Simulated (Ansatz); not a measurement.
# N2O: a relaxed scan of the bond length N2–O3

An exercise on one series of results from a longer session: the logs are not shown, and one member is left open.

Computed with Ansatz 0.2.0, Gaussian basis. Level: single points in def2-TZVPP.

Levels: PBE-D4, r2SCAN-D4, PBE0-D4, B3LYP-D4, wB97M-V, Hartree-Fock, MP2, CCSD, CCSD(T). The scan takes 1.010, 1.045, 1.095, 1.154, 1.220, 1.291, 1.366, 1.444, 1.527 Å.

Cores are frozen in the correlated methods. B3LYP uses VWN-RPA correlation.

19 further runs of the same task are left out: 19 set aside as unsound or not needed.

### The system as given

The minimum, relaxed at PBE0-D4: SMILES `N#[N+][O-]`, 3 atoms, charge 0, spin multiplicity 1.

Atoms are counted from 1 here; the program's logs count them from 0.

Bond lengths: N1–N2 1.118 Å, N2–O3 1.174 Å. Angles: N1–N2–O3 180.0°.

Coordinates:

```mol
N2O
  3D, bonds by distance, orders not assigned

  3  2  0  0  0  0  0  0  0  0999 V2000
   -0.5117    1.0013   -0.1679 N   0  0
   -0.0084    0.0165   -0.0028 N   0  0
    0.5201   -1.0178    0.1707 O   0  0
  1  2  8  0
  2  3  8  0
M  END
```

Energies of the minimum (eV), from earlier single points: PBE-D4 -5022.38965, r2SCAN-D4 -5024.83371, PBE0-D4 -5021.76127, B3LYP-D4 -5027.17439, wB97M-V -5025.82559, CCSD(T) -5018.11226.

At the minimum the bond length N2–O3 is 1.174 Å.

Set-up of the first run:

File relax/in.yaml:

```yaml
crystal:
  periodic: [false, false, false]
  atoms:
    - {symbol: N, position_ang: [-0.511673, 1.001271, -0.167931]}
    - {symbol: N, position_ang: [-0.008437, 0.016545, -0.002767]}
    - {symbol: O, position_ang: [0.446102, -0.872974, 0.146401]}
basis:
  gaussian: {orbitals: def2-TZVP}
hamiltonian: {xc: pbe0, dispersion: d4}
relax: {f_tol: 0.005, max_steps: 200, constraints: [{distance: [1, 2]}]}
```

The command line of these runs was not kept.

Among the steps run: N2–O3 = 1.010 Å; N2–O3 = 1.045 Å; N2–O3 = 1.095 Å; N2–O3 = 1.154 Å; N2–O3 = 1.220 Å; N2–O3 = 1.291 Å; N2–O3 = 1.366 Å; N2–O3 = 1.444 Å; N2–O3 = 1.527 Å.

One table of the session follows, with a row left open; its other results are not shown here.

Energies less that of the minimum at the same level (kJ/mol):

```
bond length (Å)  PBE-D4  PBE0-D4  B3LYP-D4  wB97M-V  Hartree-Fock
          1.010   191.0    169.9     178.1    177.0         145.0
          1.045   111.5     95.4     102.3    101.4          78.0
          1.095    40.7     31.3      35.8     35.3          22.6
          1.154     4.0      1.8       3.0      2.9           0.2
1.174 (minimum)     0.0      0.0       0.0      0.0           0.0
          1.220     2.7      7.3       4.4      4.5           8.9
          1.291       ?        ?         ?        ?             ?
          1.366    74.4     88.8      75.6     75.0          75.4
          1.444   128.7    144.6     126.1    123.9         110.6
          1.527   187.5    202.1     178.4    173.7         139.6
```

**Question.** Estimate the row for bond length (Å) = 1.291.

Worked estimate for «PBE-D4». A straight line through the neighbours (1.220, 2.7) and (1.366, 74.4) gives 2.7 + (74.4 − 2.7) × (1.291 − 1.220) / (1.366 − 1.220) = 37.6; a parabola fitted to 4 rows on both sides gives 29.6.

As computed: PBE-D4: 29.4; PBE0-D4: 39.9; B3LYP-D4: 32.0; wB97M-V: 32.1; Hartree-Fock: 38.2. In «PBE-D4» the line misses by +8.2 and the parabola by +0.2.
